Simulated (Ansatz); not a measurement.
A nudged elastic band was laid between two geometries of BH4N + H (7 atoms, charge 0, multiplicity 2).

These are results of Ansatz, UKS PBE-D4/def2-mTZVP, not measurements.

```yaml
movable_images: 8
climbing_image: no
spring: 5.0 eV/Å²
optimiser: quadratic models (default)
start_path: through a guess of the saddle point
force_threshold: 0.05 eV/Å
iteration_limit: 60
end_points: relaxed
```

Image 0:

```xyz
7
Properties=species:S:1:pos:R:3
B -0.050 0.118 -0.319
H -0.288 -0.309 0.779
N 1.251 0.016 -0.810
H 2.018 -0.399 -0.286
H 1.536 0.351 -1.728
H -0.892 0.627 -1.009
H 0.338 -0.404 3.763
```

Image 9:

```xyz
7
Properties=species:S:1:pos:R:3
B 0.045 -0.199 -0.561
H -0.169 -0.364 2.183
N 1.333 -0.015 -1.025
H 2.074 -0.705 -0.912
H 1.655 0.823 -1.517
H -0.851 0.591 -0.678
H -0.174 -0.131 2.900
```

(1) What changes between the two ends?

(2) What energy profile does the band end with?

(3) What is the geometry of the highest image?

The band took 33 iterations and about 5 core-minutes.

## Answers

(1) Bonds broken: B1–H2. Bonds formed: H2–H7. BH4N + H becomes BH3N + H2.

(2) It converged. The highest image is number 4 of 0 to 9, 26.7 kJ/mol above the first end and 14.1 kJ/mol above the last; the last end lies 12.5 kJ/mol above the first. No image climbed, so the highest image needn't sit at the top of the path.

| image | path coordinate (Å) | energy (kJ/mol) | B1–H2 (Å) | H2–H7 (Å) |
| --- | --- | --- | --- | --- |
| 0 | 0.00 | 0.0 | 1.20 | 3.05 |
| 1 | 0.50 | 0.2 | 1.20 | 2.63 |
| 2 | 0.99 | 2.4 | 1.20 | 2.09 |
| 3 | 1.48 | 10.1 | 1.23 | 1.51 |
| 4 | 1.98 | 26.7 | 1.71 | 0.86 |
| 5 | 2.48 | 16.9 | 2.19 | 0.77 |
| 6 | 2.98 | 12.8 | 2.60 | 0.76 |
| 7 | 3.49 | 12.5 | 2.94 | 0.75 |
| 8 | 3.99 | 12.6 | 2.83 | 0.75 |
| 9 | 4.50 | 12.5 | 2.76 | 0.75 |

(3) 
```xyz
7
Properties=species:S:1:pos:R:3
B -0.048 0.233 -0.150
H 0.031 -0.291 1.473
N 1.206 0.014 -0.683
H 1.963 -0.428 -0.161
H 1.485 0.271 -1.632
H -0.965 0.756 -0.717
H 0.243 -0.554 2.260
```

The run took 5.2 min on 1 thread of Arm Neoverse V2 (shared host), peak memory 0.11 GiB.
